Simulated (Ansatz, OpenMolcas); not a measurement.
**Appearance energy of a fragment ion: HNO2 → [NO2]+ + H + e⁻**

Species: HNO2 (nitrous acid) `O=NO`, singlet; [NO2]+ `O=[N+]=O`, singlet; H atom, doublet. 

Shapes, held fixed at every level: PBE0-D4/def2-TZVP. Flexible molecules stand in one conformer, not always the lowest. Programs: Ansatz 0.2.0, OpenMolcas 26.06. Electronic energies: no zero-point or thermal term.

```json
{"level": "BLYP/STO-3G", "kind": "GGA", "ΔE (eV)": "+13.60"}
{"level": "PBE/STO-3G", "kind": "GGA", "ΔE (eV)": "+13.44"}
{"level": "r2SCAN0/STO-3G", "kind": "global hybrid", "ΔE (eV)": "+14.10"}
{"level": "HSE06/STO-3G", "kind": "range-separated hybrid", "ΔE (eV)": "+13.90"}
{"level": "wB97M-V/STO-3G", "kind": "range-separated hybrid", "ΔE (eV)": "+14.22"}
{"level": "FCI/STO-3G", "kind": "exact in the basis", "ΔE (eV)": "+11.87"}
{"level": "B3LYP/6-31G* (spherical functions)", "kind": "global hybrid", "ΔE (eV)": "+13.12"}
```

B3LYP/6-31G* (spherical functions) gives ΔE = +13.12 eV; the levels span +11.87 to +14.22. The median of the levels is +13.60. No measured value is set beside it here. Open shells run unrestricted unless RO is named. The onset seen in experiment also holds zero-point changes and kinetic shifts. Rows in sets without polarisation functions are far from converged.
